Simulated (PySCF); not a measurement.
## How the method moves the HOMO and LUMO of lithium fluoride

Species: lithium fluoride, LiF.
Bonds: Li1–F2.

Basis pcSseg-2 throughout (PySCF), one geometry. Geometry: PBE0-D3(BJ)/def2-SVP; no solvent, vibrations or thermal averaging.

Q: How do the orbital energies, the gap and the dipole change with the method?

A: 
```csv
method,kind,HOMO (eV),LUMO (eV),gap (eV),μ (D),SCF cycles
OPBE,GGA,-5.95,-1.79,4.15,5.92,13
B97-D,GGA,-6.12,-1.48,4.64,5.96,13
PBE,GGA,-6.12,-1.54,4.58,5.89,13
BLYP,GGA,-6.13,-1.66,4.46,5.87,13
KT2,GGA,-6.19,-1.31,4.88,5.94,13
KT3,GGA,-6.19,-1.93,4.27,5.90,13
BP86,GGA,-6.22,-1.27,4.95,5.94,13
LDA,LDA,-6.36,-1.38,4.98,5.90,13
B97-2,global hybrid,-7.61,-1.05,6.56,6.07,12
B3LYP,global hybrid,-7.75,-1.36,6.39,6.01,12
PBE0,global hybrid,-7.97,-1.04,6.93,6.06,12
mPW1PW91,global hybrid,-8.00,-1.23,6.77,6.07,12
CAM-B3LYP,range-separated hybrid,-9.64,-0.75,8.89,6.04,12
BHandHLYP,global hybrid,-9.91,-0.87,9.03,6.16,11
wB97X-D,range-separated hybrid,-9.93,0.06,9.99,6.14,13
LC-wPBE,range-separated hybrid,-10.92,-0.08,10.84,6.08,13
HF,Hartree–Fock,-13.02,-0.06,12.97,6.34,8
```

The HOMO spans 7.08 eV, from OPBE down to HF, and the gap runs from 4.15 eV (OPBE) to 12.97 eV (HF). Over the methods OPBE (0 %), B97-D (0 %), PBE (0 %), BLYP (0 %), KT2 (0 %), KT3 (0 %), BP86 (0 %), LDA (0 %), B97-2 (21 %), B3LYP (20 %), PBE0 (25 %), mPW1PW91 (25 %), BHandHLYP (50 %), HF (100 %), a straight line through the gap against the share of exact exchange rises by 0.85 eV for each 10 % (correlation coefficient 0.995). The dipole ranges from 5.87 D (BLYP) to 6.34 D (HF). This basis has no diffuse functions.

Reference dipole: 6.28 D (measured, gas; NIST CCCBDB Release 22 (SRD 101), experimental dipoles); nearest here: HF (6.34 D). 

The vertical ΔSCF ionisation energy at PBE0/def2-SVPD is 11.72 eV; −ε(HOMO) comes closest to it with LC-wPBE (10.92 eV).
